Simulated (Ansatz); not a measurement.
in.yaml

```yaml
crystal:
  periodic: [false, false, false]
  atoms:
    - {symbol: F, position_ang: [0.000000, 0.000000, 0.000000]}
    - {symbol: As, position_ang: [0.000000, 0.000000, 1.784200]}
basis:
  gaussian: {orbitals: cc-pVDZ}
total_charge: 1
magnetization: {spin_polarized: true, initial_magnetization: 5}
correlation: {method: ccsdt_q_b, electrons: outside_noble_gas}
output: {forces: true}
```

```sh
$ ansatz run in.yaml --threads 1 --pin off --events-out ev --progress --plain --max-ram 2393MiB
```

**Question.** Roughly how long does this take on 1 thread of Arm Neoverse V1, shared host, and how much host memory?

**Answer.** 48 s wall and 0.52 GiB.

```
745 factors; integrals over basis functions are off by at most 1.1e-7 eV
mean field evaluation 1: about -63480.7842 eV, gradient 1.1e1 eV
mean field evaluation 2: about -63480.8929 eV, gradient 1.1e1 eV
mean field evaluation 4: about -63482.0760 eV, gradient 2.3e0 eV
mean field evaluation 8: about -63482.1673 eV, gradient 4.2e-2 eV
mean field evaluation 16: about -63480.7843 eV, gradient 1.1e1 eV
mean field evaluation 32: about -63479.5130 eV, gradient 1.9e1 eV
mean field evaluation 64: about -63480.8930 eV, gradient 1.1e1 eV
mean field -63482.16728405 eV, -2332.9266179304 hartree, gradient 1.4e-6 eV, S^2 8.758088; 3 other end points of the search recorded, 0 dependent functions left out
determinant -63482.16728405 eV, -2332.9266179304 hartree, with singles and doubles -63487.19263847 eV, -2333.1112962992 hartree
determinant -63480.03992210 eV, -2332.8484388206 hartree, with singles and doubles -63484.89565372 eV, -2333.0268836664 hartree
15 core orbitals not correlated: weight in the atoms' cores, before any rotation towards them, 0.995 or more for the frozen orbitals, at most 0.004 for the correlated occupied ones
reference -63482.16728405 eV, -2332.9266179304 hartree; 8, 3 occupied and 18, 23 virtual orbitals, 745 factors
second order -4.54827786 eV of doubles, -0.00000000 eV of singles
cycle   1  -4.88172915 eV  change   -3.3e-1 eV  update   4.8e-2
cycle   2  -5.03644258 eV  change   -1.5e-1 eV  update   1.8e-2
cycle   3  -5.09438461 eV  change   -5.8e-2 eV  update   1.3e-2
cycle   4  -5.09392162 eV  change    4.6e-4 eV  update   5.6e-3
cycle   5  -5.09290319 eV  change    1.0e-3 eV  update   2.4e-3
cycle   6  -5.09382952 eV  change   -9.3e-4 eV  update   6.7e-4
cycle   7  -5.09387163 eV  change   -4.2e-5 eV  update   2.7e-4
cycle   8  -5.09367959 eV  change    1.9e-4 eV  update   9.3e-5
cycle   9  -5.09367080 eV  change    8.8e-6 eV  update   3.9e-5
cycle  10  -5.09368919 eV  change   -1.8e-5 eV  update   1.3e-5
cycle  11  -5.09369364 eV  change   -4.5e-6 eV  update   4.9e-6
cycle  12  -5.09369485 eV  change   -1.2e-6 eV  update   2.1e-6
cycle  13  -5.09369439 eV  change    4.6e-7 eV  update   9.9e-7
perturbative correction -0.00277106 eV, -0.0001018346 hartree
the calculation of the forces begins
Total energy: -63487.26374951 eV, -2333.1139095814 hartree
Atom 0 at     0.000000     0.000000     0.000000 Å, force     0.000000    -0.000000   -11.403657 eV/Å
Atom 1 at     0.000000     0.000000     1.784200 Å, force    -0.000000     0.000000    11.403657 eV/Å
Dipole moment:     0.000000     0.000000    -0.217262 e Å
```

Forces (eV/Å):
```
F     0.000   0.000 -11.404
As    0.000   0.000  11.404
```
